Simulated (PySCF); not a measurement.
CH, SMILES [CH] (connectivity only; charge and spin as stated), charge +1, multiplicity 1. Atoms are numbered in the order given.

```xyz
2

C      0.0000     0.0000    -0.1625
H      0.0000     0.0000     0.9751
```
Charge +1, spin multiplicity 1.

Geometry: B3LYP-D3(BJ)/def2-TZVPD.

Computed with PySCF with r2SCAN/def2-TZVPD.

ESP charges are fitted to the potential on shells at 1.4 to 2.0 van der Waals radii. Atomic charges (e):

```csv
atom,ESP fit,IAO
C1,0.65,0.70
H2,0.35,0.30
```
